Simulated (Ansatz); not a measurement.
Two isomers of C3H6O2: A = `C=COCO`, B = `OCC1CO1`.

Gas-phase electronic energies from Ansatz, PBE0-D4/def2-TZVP geometries. CCSD(T)/CBS is the MP2 limit (def2-TZVPP, def2-QZVPP) plus CCSD(T) − MP2 in def2-TZVPP, frozen cores. DFT in def2-TZVPP. B3LYP here is the variant with VWN-RPA as its local correlation; programs differ in this. One conformer a species, not always the lowest.

Which is lower in electronic energy at CCSD(T)/CBS, and by how much? (Best estimate.)

Computed: A, by 36.8 kJ/mol.

Give E(B) − E(A) in kJ/mol with CCSD/def2-TZVPP, HF/def2-TZVPP, B3LYP, B3LYP-D4, CCSD(T)/def2-TZVPP, MP2/def2-TZVPP, B2PLYP. (An estimate is asked.)

Computed: CCSD/def2-TZVPP 36.1, HF/def2-TZVPP 51.5, B3LYP 46.8, B3LYP-D4 47.1, CCSD(T)/def2-TZVPP 36.9, MP2/def2-TZVPP 29.0, B2PLYP 42.2. None reverses the order clearly.

Largest T1 diagnostic: 0.012.

In def2-TZVPP, CCSD(T) changes the Hartree–Fock value by −14.6 kJ/mol (the triples alone add +0.8 kJ/mol) and MP2 by −22.5 kJ/mol. From PBE to PBE0 (25 % exact exchange), in def2-TZVPP and without D4, E(B) − E(A) moves by −3.6 kJ/mol.
